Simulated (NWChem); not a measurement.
System: water (H2O); SMILES O

NWChem input:

```
start job
memory heap 200 mb stack 900 mb global 1100 mb
geometry units angstroms noautosym nocenter noautoz
  O      0.000000     0.000000     0.143194
  H      0.757685     0.000000    -0.469929
  H     -0.757685     0.000000    -0.469929
end
basis spherical
  * library aug-cc-pvdz
end
dft
  xc slater vwn_5
  iterations 150
end
property
  response 1 0.0
end
task dft property
```

The geometry was optimised at PBE-D3(BJ)/def2-SVP.

Static field.

Question: Predict the main results of this run. (LDA (Slater exchange, VWN5)/aug-cc-pVDZ.) Quantities: isotropic polarisability (bohr³); anisotropy (bohr³).

Answer: 
```
Quantity                          Value
--------------------------------  -----
isotropic polarisability (bohr³)   10.1
anisotropy (bohr³)                  0.9
```
